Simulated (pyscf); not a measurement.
PySCF, gas phase, ωB97X-D3(BJ)/def2-SVP geometries.

Q: PBE/def2-TZVP puts the barrier of HO–AsH–AsH₂ (SMILES O[AsH][AsH2]) + H₂ (SMILES [H][H]) → H₂As–AsH₂ (SMILES [AsH2][AsH2]) + H₂O (SMILES O) (four-centre exchange; singlet surface; As–O, H–H broken, As–H, H–O formed) at 41.4 kcal/mol and the reaction energy at -9.7 kcal/mol, from the separated reactants. What do B3LYP-D3(BJ)/def2-TZVP, PBE0-D3(BJ)/def2-TZVP, ωB97M-D3(BJ)/def2-TZVP give on the same structures?

A: B3LYP-D3(BJ): ΔE‡ = 47.3 kcal/mol, ΔE = -9.5 kcal/mol; PBE0-D3(BJ): ΔE‡ = 44.9 kcal/mol, ΔE = -11.6 kcal/mol; ωB97M-D3(BJ): ΔE‡ = 48.4 kcal/mol, ΔE = -11.2 kcal/mol. PBE's barrier lies under all of them, by 3.5 to 6.9 kcal/mol. Its reaction energy matches one of them and lies within 1.9 kcal/mol of the others. Low barriers are usual for a GGA, whose delocalisation error favours stretched bonds. From the product side, AsH₂• + AsH₂• + H₂O lies, by one bond made or cut, 9.8 kcal/mol under this saddle at ωB97M-D3(BJ). One saddle was located; it need not be the lowest between these sides. Elements up to Kr have no core potential and no relativistic terms here.
